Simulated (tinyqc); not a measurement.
Worked calculation: CCD on RHF in the sto-6g basis, for OH-, spin multiplicity 1. The basis has no diffuse functions, so it cannot describe the extra electron: this is an exercise in the method, not the real anion. One step of it, computed by the program tinyqc.

Problem. Iteration 1: building the Fock matrix. J_ij = sum D_kl (ij|kl), K_ij = sum D_kl (ik|jl); F = H + J - 0.5 K; E = tr D H + tr D J / 2 - 0.25 tr D K + E_nn.

D at the start, order 1O 1s, 1O 2s, 1O 2px, 1O 2py, 1O 2pz, 2H 1s:
$$\begin{pmatrix}
2.381440 & -0.545581 & 0.000000 & 0.000000 & 0.008875 & -0.015658 \\
-0.545581 & 2.361759 & 0.000000 & 0.000000 & -0.048065 & 0.070540 \\
0.000000 & 0.000000 & 1.455211 & 0.000000 & 0.000000 & 0.000000 \\
0.000000 & 0.000000 & 0.000000 & 1.455211 & 0.000000 & 0.000000 \\
0.008875 & -0.048065 & 0.000000 & 0.000000 & 1.382179 & 0.147299 \\
-0.015658 & 0.070540 & 0.000000 & 0.000000 & 0.147299 & 1.107225
\end{pmatrix}$$

core Hamiltonian H = T + V (hartree), order 1O 1s, 1O 2s, 1O 2px, 1O 2py, 1O 2pz, 2H 1s:
$$\begin{pmatrix}
-32.323683 & -7.138045 & 0.000000 & 0.000000 & -0.008281 & -0.698922 \\
-7.138045 & -8.549853 & 0.000000 & 0.000000 & -0.098096 & -1.745433 \\
0.000000 & 0.000000 & -6.843296 & 0.000000 & 0.000000 & 0.000000 \\
0.000000 & 0.000000 & 0.000000 & -6.843296 & 0.000000 & 0.000000 \\
-0.008281 & -0.098096 & 0.000000 & 0.000000 & -6.895706 & -1.387383 \\
-0.698922 & -1.745433 & 0.000000 & 0.000000 & -1.387383 & -3.587973
\end{pmatrix}$$

Two-electron integrals (ij|kl) in chemists' order, unique and non-zero (hartree):
```
(11|11) 4.787491   (21|11) 0.675884   (21|21) 0.121505   (22|11) 1.117379
(22|21) 0.249212   (22|22) 0.817383   (31|31) 0.025762   (32|31) 0.039145
(32|32) 0.180664   (33|11) 1.117381   (33|21) 0.249212   (33|22) 0.817382
(33|33) 0.880663   (41|41) 0.025762   (42|41) 0.039145   (42|42) 0.180664
(43|43) 0.047461   (44|11) 1.117381   (44|21) 0.249212   (44|22) 0.817382
(44|33) 0.785741   (44|44) 0.880663   (51|51) 0.025762   (52|51) 0.039145
(52|52) 0.180664   (53|53) 0.047461   (54|54) 0.047461   (55|11) 1.117381
(55|21) 0.249212   (55|22) 0.817382   (55|33) 0.785741   (55|44) 0.785741
(55|55) 0.880663   (61|11) 0.069759   (61|21) 0.012037   (61|22) 0.024206
(61|33) 0.024156   (61|44) 0.024156   (61|51) 0.000590   (61|52) 0.001163
(61|55) 0.024306   (61|61) 0.001215   (62|11) 0.197246   (62|21) 0.044744
(62|22) 0.166105   (62|33) 0.163215   (62|44) 0.163215   (62|51) 0.003596
(62|52) 0.028243   (62|55) 0.171884   (62|61) 0.004471   (62|62) 0.045138
(63|31) 0.004589   (63|32) 0.027040   (63|53) 0.005624   (63|63) 0.005832
(64|41) 0.004589   (64|42) 0.027040   (64|54) 0.005624   (64|64) 0.005832
(65|11) 0.155932   (65|21) 0.035824   (65|22) 0.141620   (65|33) 0.135632
(65|44) 0.135632   (65|51) 0.006991   (65|52) 0.048814   (65|55) 0.153597
(65|61) 0.003715   (65|62) 0.046719   (65|65) 0.053485   (66|11) 0.389497
(66|21) 0.089941   (66|22) 0.383737   (66|33) 0.370688   (66|44) 0.370688
(66|51) 0.007814   (66|52) 0.087054   (66|55) 0.409834   (66|61) 0.009029
(66|62) 0.143273   (66|65) 0.168261   (66|66) 0.774999
```

nuclear repulsion = 3.14051757 hartree

Give: Coulomb J; exchange K; Fock matrix F; total energy of this density.

Solution.

Coulomb J (hartree), order 1O 1s, 1O 2s, 1O 2px, 1O 2py, 1O 2pz, 2H 1s:
$$\begin{pmatrix}
18.6019 & 3.2514 & 0.0000 & 0.0000 & 0.0079 & 0.3256 \\
3.2514 & 8.3175 & 0.0000 & 0.0000 & 0.0980 & 1.7018 \\
0.0000 & 0.0000 & 8.3032 & 0.0000 & 0.0000 & 0.0000 \\
0.0000 & 0.0000 & 0.0000 & 8.3032 & 0.0000 & 0.0000 \\
0.0079 & 0.0980 & 0.0000 & 0.0000 & 8.3461 & 1.4777 \\
0.3256 & 1.7018 & 0.0000 & 0.0000 & 1.4777 & 4.3004
\end{pmatrix}$$

exchange K (hartree), order 1O 1s, 1O 2s, 1O 2px, 1O 2py, 1O 2pz, 2H 1s:
$$\begin{pmatrix}
11.0622 & 1.6975 & 0.0000 & 0.0000 & 0.0052 & 0.1924 \\
1.6975 & 2.8037 & 0.0000 & 0.0000 & 0.0502 & 0.7288 \\
0.0000 & 0.0000 & 1.8733 & 0.0000 & 0.0000 & 0.0000 \\
0.0000 & 0.0000 & 0.0000 & 1.8733 & 0.0000 & 0.0000 \\
0.0052 & 0.0502 & 0.0000 & 0.0000 & 1.9118 & 0.5477 \\
0.1924 & 0.7288 & 0.0000 & 0.0000 & 0.5477 & 1.1187
\end{pmatrix}$$

Fock matrix F (hartree), order 1O 1s, 1O 2s, 1O 2px, 1O 2py, 1O 2pz, 2H 1s:
$$\begin{pmatrix}
-19.2529 & -4.7354 & 0.0000 & 0.0000 & -0.0030 & -0.4695 \\
-4.7354 & -1.6342 & 0.0000 & 0.0000 & -0.0251 & -0.4080 \\
0.0000 & 0.0000 & 0.5232 & 0.0000 & 0.0000 & 0.0000 \\
0.0000 & 0.0000 & 0.0000 & 0.5232 & 0.0000 & 0.0000 \\
-0.0030 & -0.0251 & 0.0000 & 0.0000 & 0.4945 & -0.1835 \\
-0.4695 & -0.4080 & 0.0000 & 0.0000 & -0.1835 & 0.1531
\end{pmatrix}$$

total energy of this density = -79.702637 hartree

This density is the starting one; it is not idempotent, so its energy is not variational and may lie below the converged one.
